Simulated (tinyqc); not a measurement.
RHF in the sto-3g basis, for BH2+, spin multiplicity 1, step by step. One step of it, computed by the program tinyqc.

Question. Orthogonalisation. S = U s U^T; symmetric (Loewdin) form X = U s^(-1/2) U^T, so that X^T S X = 1.

overlap S, order 1B 1s, 1B 2s, 1B 2px, 1B 2py, 1B 2pz, 2H 1s, 3H 1s:
```
[[1.000000, 0.269328, 0.000000, 0.000000, 0.000000, 0.083224, 0.083224],
 [0.269328, 1.000000, 0.000000, 0.000000, 0.000000, 0.527532, 0.527532],
 [0.000000, 0.000000, 1.000000, 0.000000, 0.000000, 0.000000, 0.000000],
 [0.000000, 0.000000, 0.000000, 1.000000, 0.000000, 0.449261, -0.449261],
 [0.000000, 0.000000, 0.000000, 0.000000, 1.000000, 0.260049, 0.260049],
 [0.083224, 0.527532, 0.000000, 0.449261, 0.260049, 1.000000, 0.142423],
 [0.083224, 0.527532, 0.000000, -0.449261, 0.260049, 0.142423, 1.000000]]
```

Give: eigenvalues of S; X.

Answer.

eigenvalues of S: [0.2230, 0.2895, 0.8569, 1.0000, 1.0908, 1.5681, 1.9717]

X, order 1B 1s, 1B 2s, 1B 2px, 1B 2py, 1B 2pz, 2H 1s, 3H 1s:
```
[[1.0320, -0.1720, 0.0000, 0.0000, -0.0148, 0.0278, 0.0278],
 [-0.1720, 1.4075, 0.0000, 0.0000, 0.1828, -0.4317, -0.4317],
 [0.0000, 0.0000, 1.0000, 0.0000, 0.0000, 0.0000, 0.0000],
 [0.0000, 0.0000, 0.0000, 1.2696, 0.0000, -0.3725, 0.3725],
 [-0.0148, 0.1828, 0.0000, 0.0000, 1.0882, -0.2090, -0.2090],
 [0.0278, -0.4317, 0.0000, -0.3725, -0.2090, 1.3637, -0.0239],
 [0.0278, -0.4317, 0.0000, 0.3725, -0.2090, -0.0239, 1.3637]]
```
